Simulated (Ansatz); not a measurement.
A nudged elastic band was laid between two geometries of CH₃NOS (7 atoms, charge 0, multiplicity 1).

The calculation used UKS revPBE/6-31G in Ansatz 0.2.0.

| Property | Result |
| --- | --- |
| movable images | 5 |
| climbing image | yes |
| spring | 5.0 eV/Å² |
| optimiser | quadratic models (default) |
| start path | through a guess of the saddle point |
| force threshold | 0.05 eV/Å |
| iteration limit | 60 |
| end points | relaxed |

First end point:

```xyz
7
Properties=species:S:1:pos:R:3
N -1.273 0.632 -0.371
C -0.309 0.970 0.397
S 1.359 0.077 0.556
O 0.918 -1.260 -0.629
H -1.073 -0.216 -0.944
H -0.344 1.850 1.048
H 0.722 -2.053 -0.056
```

Last end point:

```xyz
7
Properties=species:S:1:pos:R:3
N -0.802 1.087 0.149
C -1.235 2.042 0.688
S 1.894 -1.642 -0.285
O 0.430 -1.230 -1.311
H 0.007 -0.453 -0.839
H -1.629 2.913 1.181
H 1.334 -2.717 0.418
```

Problem. Which bonds break or form, and what moves?

Solution. Bonds broken: N1–H5, C2–S3, O4–H7. Bonds formed: S3–H7, O4–H5. CH3NOS becomes H2OS + HCN (or HNC).

Problem. What energy profile does the band end with?

Solution. The run converged. The highest image is number 1 of 0 to 6, 1.89 eV above the first end and 1.37 eV above the last; the last end lies 0.52 eV above the first. Neighbouring images differ by up to 1.9 eV, so the band resolves the path poorly. A vibrational analysis at the climbing image gives one clearly imaginary mode, 1254i cm⁻¹: a first-order saddle point. The orbitals stay closed-shell, which can raise the energy where a bond breaks towards radicals; this wasn't checked here. Limits of this set-up: no polarisation functions.

```tsv
image	path coordinate (Å)	energy (eV)	N1–H5 (Å)	C2–S3 (Å)	O4–H7 (Å)
0	0.00	0.00	1.04	1.90	1.00
1	3.17	1.89	1.87	4.87	1.31
2	3.43	1.61	1.86	4.83	1.62
3	3.69	1.11	1.87	4.78	1.92
4	3.95	0.69	1.87	4.75	2.20
5	4.21	0.53	1.93	4.78	2.43
6	4.47	0.52	2.00	4.93	2.45
```

Problem. What is the geometry of the highest image?

Solution. 
```xyz
7
Properties=species:S:1:pos:R:3
N -0.840 0.872 0.197
C -1.234 1.848 0.725
S 2.292 -1.380 -0.215
O 0.457 -1.351 -1.100
H -0.007 -0.573 -0.648
H -1.588 2.738 1.215
H 0.919 -2.153 -0.174
```

The band took 42 iterations and of the order of 7 core-minutes.

Run time: 7.2 min on 1 CPU thread of a shared host.
